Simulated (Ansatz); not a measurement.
# P₄ (SMILES p12p3p1p23): one structure at several levels

One table from this session's results is given with a row withheld; the runs are named, their logs left out.

Computed with Ansatz 0.2.0, Gaussian basis. Level: single points in def2-TZVPP.

Correlated methods freeze the cores.

### Where the work starts

SMILES `p12p3p1p23`, 4 atoms, charge 0, spin multiplicity 1.

Atoms are counted from 1 here; the program's logs count them from 0.

Bond lengths: P1–P2 2.195 Å, P1–P3 2.185 Å, P1–P4 2.179 Å, P2–P4 2.188 Å, P3–P4 2.186 Å. Angles: P2–P1–P3 60.4°, P2–P1–P4 60.0°, P3–P1–P4 60.1°, P1–P2–P4 59.6°, P1–P3–P4 59.8°, P1–P4–P2 60.3°, P1–P4–P3 60.1°, P2–P4–P3 60.5°.

Coordinates:

```
P    -0.7282   -0.1000    1.1168
P     1.3046    0.1153    0.3178
P    -0.1914   -1.0957   -0.7521
P    -0.3850    1.0804   -0.6826
```

Set-up of the first run:

run/in.yaml reads:

```yaml
crystal:
  periodic: [false, false, false]
  atoms:
    - {symbol: P, position_ang: [-0.728221, -0.099993, 1.116833]}
    - {symbol: P, position_ang: [1.304636, 0.115296, 0.317829]}
    - {symbol: P, position_ang: [-0.191380, -1.095723, -0.752067]}
    - {symbol: P, position_ang: [-0.385036, 1.080429, -0.682604]}
basis:
  gaussian: {orbitals: def2-TZVPP}
hamiltonian: {xc: pbe, dispersion: d4}
output: {forces: true}
```

Started as:

```console
> ansatz run in.yaml --threads 2 --pin off --events-out ev --progress --plain --max-ram 3481MiB
```

Among the steps run: PBE-D4/def2-TZVPP; r2SCAN-D4/def2-TZVPP; PBE0-D4/def2-TZVPP; wB97M-V/def2-TZVPP; CCSD(T)/def2-TZVPP.

One of the session's tables, all rows but one given; the rest of the session is left out.

| method | RMS force component (eV/Å) | angle to CCSD(T) forces (°) |
| --- | --- | --- |
| PBE-D4 | 0.301 | 0.2 |
| r2SCAN-D4 | ? | ? |
| PBE0-D4 | 0.129 | 112.3 |
| wB97M-V | 0.118 | 107.7 |
| CCSD(T) | 0.302 | reference |

Q: Estimate the row for r2SCAN-D4 from the others.

**Answer.** RMS force component (eV/Å): 0.101; angle to CCSD(T) forces (°): 58.1. In the column «RMS force component (eV/Å)» it is the lowest.
